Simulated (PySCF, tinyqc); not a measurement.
Orbital energy against energy difference: ionisation energy by orbital energies and by energy differences in the 6-31g basis, for CH2, spin multiplicity 1. Computed by the program tinyqc with PySCF. Command: `OMP_NUM_THREADS=1 python tinyqc.py 114097 114098 out.jsonl`; one thread of a shared host (Intel(R) Xeon(R) Processor @ 2.60GHz), about 10 s.

Geometry (angstrom):
```
atom,x,y,z
C,0.0000,0.0000,0.0000
H,0.0000,0.9090,0.4570
H,0.0000,-0.9090,0.4570
```

CCSD(T) difference in the same basis = 8.6899 eV

IP-EOM-CCSD = 8.6505 eV

The cation is unrestricted; errors are against CCSD(T) in this basis, not against experiment.

First vertical ionisation energy (eV):
```
method,-e(HOMO),E(cation) - E,error of -e(HOMO),error of the difference
HF,9.3023,7.962888,0.6124,-0.7270
LDA,4.7533,6.908015,-3.9366,-1.7819
PBE,4.3115,6.861945,-4.3785,-1.8280
B3LYP,5.2517,9.247614,-3.4383,0.5577
PBE0,5.5201,9.100969,-3.1698,0.4110
CAM-B3LYP,7.0051,9.238636,-1.6848,0.5487
LC-wPBE,8.5445,9.210757,-0.1454,0.5208
```

Koopmans errs by +0.61 eV and Delta-HF by -0.73 eV: relaxation, 1.34 eV, lowers the value and the missing correlation difference works against it. The PBE level is off by -4.4 eV through the wrong tail of its potential, though its energy difference is off by -1.83 eV; exact exchange deepens the level, and among the orbital energies LC-wPBE comes closest; among the differences PBE0 does. The restricted reference is unstable here: a spin-polarised solution lies 0.0356 hartree lower (PySCF), so results built on it describe a poor reference.
